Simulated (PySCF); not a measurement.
**What an electron can do to P2**

r²SCAN in PySCF with aug-pcseg-1 on every atom, for the lowest determinant that a PBE0 search found; no spin–orbit coupling.

| species | state (unpaired electrons) | Re (Å) | ωe (cm⁻¹) | energy of the minimum from the neutral (eV) | De (eV) | dissociates to |
| --- | --- | --- | --- | --- | --- | --- |
| P2 | singlet (closed shell) | 1.902 | 805 | 0.00 | 4.72 | P + P |
| P₂⁺ | doublet (π ↑) | 1.991 | 695 | 10.51 | 4.86 | P⁺ + P |

**Question.** Work out the lowest energy to break P2 into atoms, from its vibrational ground state.

**Answer.** D0 = De − ωe/2 = 4.72 − 0.05 = 4.67 eV (r²SCAN/aug-pcseg-1).

**Question.** Work out the ionisation energy of the P atom at this level and the threshold of dissociative ionisation.

**Answer.** IE(P) = 10.51 + 4.86 − 4.72 = 10.65 eV, so P⁺ + P + e⁻ appears at D0 + IE(P) = 15.32 eV (r²SCAN/aug-pcseg-1). The measured IE(P) is 10.487 eV (NIST ASD).

These are thermodynamic thresholds; the onsets seen under electron impact lie higher where the geometry changes, and cross-sections peak well above them.

States were picked by a PBE0 search and need not be the measured ground states.
